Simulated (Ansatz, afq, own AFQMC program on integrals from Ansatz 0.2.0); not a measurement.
## GeNH, singlet: AFQMC among the cluster methods

```tsv
atom	x (Å)	y (Å)	z (Å)
Ge	0.0000	0.0000	1.4305
N	0.0000	0.0000	-0.2139
H	0.0000	0.0000	-1.2166
```

Connectivity, by distances: Ge–NH.

Basis cc-pVDZ. Noble-gas cores (and the filled d shells of Ga–Kr and In–Xe) are frozen. Ansatz 0.2.0 and our own AFQMC program on the same integrals; the CISD trial comes from CCSD amplitudes, and released means the phaseless constraint is let go. Free projection: walkers drawn from exp(T), propagated without any constraint. Its projection time is finite, and what remains of the start isn't in its error. Error bars are statistical, one sigma. No spin–orbit coupling.

Determinant: UHF, the one that the program's search chose, which needn't be the lowest solution. The geometry is a PBE0/def2-TZVP stationary point of this or a neighbouring charge and spin state.

No full CI on the walks' own integrals is used here. The released AFQMC energy serves as the reference, which it does only where one determinant dominates, the energy is flat over the last release times and near the phaseless one (40 meV or 2 meV an electron, half that with transition metals). On small molecules, where full CI could be run and the noise was under 10 meV, such values lay within 10 meV of it in 19 cases of 20, a flattering rate, since the rule was set on those same cases; what remains of the bias isn't in the error bar.

Cautions: no relativity below Rb; no spin-orbit coupling; inner d shell frozen; higher spins were not checked; the determinant is a saddle point among determinants of its kind; raised T1 diagnostic (T1 0.029, weight of the determinant 0.86, largest double 0.10); the released value is read at 2.40 1/Eh with a noise of 23 meV, more than in the cases checked (meV from the phaseless value at times in 1/Eh: 31 ± 26 at 0.24, 19 ± 19 at 0.51, 46 ± 20 at 0.99, 39 ± 18 at 1.62, 28 ± 23 at 2.40).

- T1 diagnostic: 0.0285
- weight of the determinant in the CISD state: 0.863
- ⟨S²⟩ of the determinant: 0.000
- size of the correlated space: 10 electrons in 31 orbitals

Reference: AFQMC with the constraint released, correlation energy -7.697 ± 0.023 eV.

| level | E − E(reference) (kcal/mol) | share of correlation (%) |
| --- | --- | --- |
| HF | 177.50 ± 0.54 | 0.00 |
| MP2 | 14.70 ± 0.54 | 91.72 |
| CCSD | 9.32 ± 0.54 | 94.75 |
| CCSD(T) | 1.00 ± 0.54 | 99.44 |
| ph-AFQMC/CISD | -0.65 ± 0.88 | 100.37 |
| free AFQMC | 0.61 ± 0.68 | 99.65 |

Free projections are given only where their last times agree within the noise and don't stop above the reference; a slow remainder of the start can still hide under it. A walk keeps the symmetry of its determinant, which the program's search chose and which needn't be the lowest solution, so a lower state of the same spin and another symmetry isn't excluded. Released energies are given only where the last usable release times agree within the noise; a slower fall can still hide under it.
